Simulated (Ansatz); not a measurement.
in.yaml

```yaml
crystal:
  periodic: [false, false, false]
  atoms:
    - {symbol: Ga, position_ang: [0.000000, -0.008145, -0.054429]}
    - {symbol: H, position_ang: [0.000000, 2.108553, -0.253089]}
    - {symbol: H, position_ang: [0.000000, 0.374377, 2.107655]}
    - {symbol: H, position_ang: [0.000000, -1.528818, -0.197150]}
    - {symbol: H, position_ang: [0.000000, -0.390667, 2.107655]}
basis:
  gaussian: {orbitals: cc-pVDZ}
total_charge: 1
correlation: {method: fci, electrons: outside_noble_gas}
```

```sh
$ ansatz run in.yaml --threads 1 --pin off --events-out ev --progress --plain --max-ram 2393MiB
```

The program prints:

```
911 factors; integrals over basis functions are off by at most 2.4e-7 eV
mean field evaluation 1: about -52385.8351 eV, gradient 8.0e0 eV
mean field evaluation 2: about -52385.8444 eV, gradient 8.0e0 eV
mean field evaluation 4: about -52386.2927 eV, gradient 3.2e-1 eV
mean field evaluation 8: about -52386.2931 eV, gradient 5.6e-5 eV
mean field -52386.29309029 eV, -1925.1607623635 hartree, gradient 9.4e-7 eV, S^2 0.000000; 0 other end points of the search recorded, 0 dependent functions left out; unrestricted orbitals would lower it
14 core orbitals not correlated: weight in the atoms' cores, before any rotation towards them, 0.999 or more for the frozen orbitals, at most 0.001 for the correlated occupied ones
reference -52386.29309029 eV, -1925.1607623635 hartree; 3, 3 occupied and 30, 30 virtual orbitals, 911 factors
state -52389.43791124 eV, -1925.2763324015 hartree
Total energy: -52389.43791124 eV, -1925.2763324015 hartree
```

Ran on 1 thread of Arm Neoverse V1, shared host: 63 s wall, 1.2 GiB peak host memory.
